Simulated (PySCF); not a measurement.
Gas-phase reaction: (CH₃)₃Si + CH₃SiH₃ + Si₂H₅ = 4 CH₃SiH₂

Energies from PySCF, thermal terms from the rigid-rotor harmonic-oscillator model, ideal gas at 1 bar. † marks an energy on the PBE0/def2-TZVP geometry and frequencies; other levels use their own. 6-31G* has spherical d functions here. Open shells (unrestricted): (CH₃)₃Si (multiplicity 2), Si₂H₅ (multiplicity 2), CH₃SiH₂ (multiplicity 2); the rest are closed-shell singlets. (CH₃)₃Si, Si₂H₅, CH₃SiH₂: computed as isolated molecules; such fragments, hydroxides, amides, oligomers or adducts are transient or little studied in the gas. The harmonic model lacks anharmonicity and excited electronic states, which grow with temperature; levels with a mode under 35 cm⁻¹ are left out. Internal rotation in (CH₃)₃Si, CH₃SiH₃, Si₂H₅, CH₃SiH₂ is treated as a harmonic vibration of one conformer, which makes the entropy rough.

```tsv
level	ΔE electronic, kJ	ΔH°(298 K), kJ	ΔS°(298 K), J/K	ΔG°(1800 K), kJ
HF/6-31G*	260	249	189	-74
M06-2X/def2-TZVP†	332	322	187	5
PBE0/def2-QZVP†	332	321	187	5
r2SCAN/def2-TZVP†	326	316	187	-1
LDA/def2-TZVP†	378	367	187	50
```
ΔH° is lowest at HF/6-31G* and highest at LDA/def2-TZVP†. No reference value is set beside these.
